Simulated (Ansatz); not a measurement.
**Question.** Name a neutral molecule of Al, Cl and H with HOMO–LUMO gap (B3LYP/def2-TZVPP) between 6.50 and 6.80 eV and LUMO energy (ωB97M-V/def2-TZVPP) between -0.20 and 0.10 eV (Ansatz, PBE0-D4/def2-TZVP geometry).

**Answer.** `[AlH2][Cl]` (6.51 eV, 0.00 eV). Other molecules can fit too; these were computed, each in one conformer that needn't be the lowest.

B3LYP here is the variant with VWN-RPA as its local correlation; programs differ in this.
